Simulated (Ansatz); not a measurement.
A displaced shape of singlet N2H2:

```json
{"atom": "N", "x (Å)": "0.0402", "y (Å)": "-0.0214", "z (Å)": "-0.5954"}
{"atom": "N", "x (Å)": "0.0352", "y (Å)": "0.0048", "z (Å)": "0.6510"}
{"atom": "H", "x (Å)": "-0.0212", "y (Å)": "0.9840", "z (Å)": "-0.8704"}
{"atom": "H", "x (Å)": "0.0364", "y (Å)": "-0.9629", "z (Å)": "0.9042"}
```

It was optimised with HF/def2-SVP in Ansatz (development build ahead of 0.2.0) to forces under 0.001 eV/Å, with restricted orbitals. Each step stands on the lowest determinant of that kind that the program's search found.

(1) What shape does it relax to, and how does the optimisation go?

## Answers

(1)

```yaml
atoms:
  - { symbol: N, position_ang: [0.0250, 0.0103, -0.5819] }
  - { symbol: N, position_ang: [0.0203, -0.0081, 0.6266] }
  - { symbol: H, position_ang: [-0.0071, 0.9815, -0.8857] }
  - { symbol: H, position_ang: [0.0525, -0.9793, 0.9303] }
```

Bond lengths: N1–N2 1.209 Å, N1–H3 1.018 Å, N2–H4 1.018 Å. Angles: N1–N2–H4 108.2°, N2–N1–H3 108.2°.

```
step  E − E(start) (eV)  largest force (eV/Å)
   1             0.0000                3.5724
   2            -0.0110                1.0548
   3            -0.1095                1.0742
   4            -0.1220                0.6261
   5            -0.1260                0.1863
   6            -0.1269                0.0440
   7            -0.1269                0.0056
   8            -0.1269                0.0007
```

The optimisation ended after 8 steps with its threshold met.
